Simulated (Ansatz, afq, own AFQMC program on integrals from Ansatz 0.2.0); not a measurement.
**Al$_{2}$H$_{3}$, doublet: AFQMC among the cluster methods**

```xyz
5

Al    0.0000    0.0000    1.2080
Al    0.0000    0.0000   -1.2475
H     0.0000    1.4042    1.9470
H     0.0000   -1.4042    1.9470
H     0.0000    0.0000   -2.8369
```

Connectivity, by distances: AlH2–AlH.

Basis cc-pVDZ. Only valence electrons are correlated. AFQMC by an in-house program on the Cholesky factors that Ansatz 0.2.0 writes for its CCSD(T) run. ph-AFQMC/CISD is guided by a CISD state made of CCSD amplitudes; releasing the constraint for a short imaginary time cuts its bias at the price of noise, slowly where states lie close. Error bars are statistical, one sigma.

Determinant: ROHF, the one that the program's search chose, which needn't be the lowest solution. The geometry is a point of a scan.

No full CI on the walks' own integrals is used here; CCSDT(Q) serves as the reference and is uncertain by about the last step of the cluster series.

```
T1 diagnostic                               : 0.0197
weight of the determinant in the CISD state : 0.882
size of the correlated space                : 9 electrons in 41 orbitals
```

```
  level  correlation energy (eV)
    MP2                  -3.2539
   CCSD                  -4.2462
CCSD(T)                  -4.3504
```

Q: Estimate where AFQMC with the constraint released lies against CCSD(T) on the same integrals.

A: 2.3 ± 1.1 kJ/mol below CCSD(T).

Reference: CCSDT(Q), correlation energy -4.388 eV. The released energy is read at 2.40 1/Eh (meV from the phaseless value at times in 1/Eh: -9 ± 9 at 0.24, -7 ± 8 at 0.51, -15 ± 8 at 0.99, -13 ± 9 at 1.62, -10 ± 11 at 2.40).

| level | E − E(reference) (kJ/mol) | share of correlation (%) |
| --- | --- | --- |
| CCSD(T) | 3.6 | 99.14 |
| CCSDT | 0.4 | 99.89 |
| ph-AFQMC/HF | -1.7 ± 3.9 | 100.40 |
| ph-AFQMC/CISD | 2.3 ± 0.6 | 99.46 |
| released AFQMC | 1.3 ± 1.1 | 99.68 |

A walk keeps the symmetry of its determinant, which the program's search chose and which needn't be the lowest solution, so a lower state of the same spin and another symmetry isn't excluded. Released energies are given only where the last usable release times agree within the noise; a slower fall can still hide under it.
